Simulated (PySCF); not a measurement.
## Stretching S₂

Set-up: S x2c-TZVPPall; spin-free X2C with a Gaussian nucleus (PySCF 2.14). Energies in eV from S + S in their ground configurations at the same level. State: ³Σg⁻ (triplet), unpaired electrons π ↑↑.

Curves on a restricted Hartree–Fock reference rise too fast on stretching and do not dissociate correctly.

```json
{"R (Å)": "1.625", "ROHF-CCSD(T)": "", "ROHF-SCS-MP2": "-2.326"}
{"R (Å)": "1.700", "ROHF-CCSD(T)": "-3.210", "ROHF-SCS-MP2": "-3.372"}
{"R (Å)": "1.776", "ROHF-CCSD(T)": "-3.805", "ROHF-SCS-MP2": "-3.956"}
{"R (Å)": "1.832", "ROHF-CCSD(T)": "-4.031", "ROHF-SCS-MP2": "-4.174"}
{"R (Å)": "1.889", "ROHF-CCSD(T)": "-4.119", "ROHF-SCS-MP2": "-4.254"}
{"R (Å)": "1.946", "ROHF-CCSD(T)": "-4.100", "ROHF-SCS-MP2": "-4.227"}
{"R (Å)": "2.021", "ROHF-CCSD(T)": "-3.954", "ROHF-SCS-MP2": "-4.074"}
{"R (Å)": "2.116", "ROHF-CCSD(T)": "-3.643", "ROHF-SCS-MP2": "-3.759"}
{"R (Å)": "2.229", "ROHF-CCSD(T)": "-3.163", "ROHF-SCS-MP2": "-3.283"}
{"R (Å)": "2.380", "ROHF-CCSD(T)": "", "ROHF-SCS-MP2": "-2.603"}
```

Q: Put a parabola through the three lowest points of the ROHF-CCSD(T) curve and estimate Re, k and ωe (reduced mass 15.99 u; 1 eV/Å² = 0.16022 mdyn/Å; ωe = 1302.8·√(k/μ) cm⁻¹).

A: Through R = 1.832, 1.889, 1.946 Å the second-order coefficient is 16.5 eV/Å², so Re ≈ 1.907 Å, k ≈ 5.28 mdyn/Å and ωe ≈ 748 cm⁻¹. A polynomial fit of higher order to the unrounded ROHF-CCSD(T) energies gives Re = 1.905 Å, k = 4.85 mdyn/Å, ωe = 718 cm⁻¹; anharmonicity and rounding make the difference.

The higher-order fit for each curve: ROHF-CCSD(T): Re = 1.905 Å, ωe = 718 cm⁻¹, De = 4.12 eV; ROHF-SCS-MP2: Re = 1.901 Å, ωe = 723 cm⁻¹, De = 4.26 eV.

Correlated steps freeze 10 core orbitals. The state was picked by a PBE0 search and need not be the measured ground state.
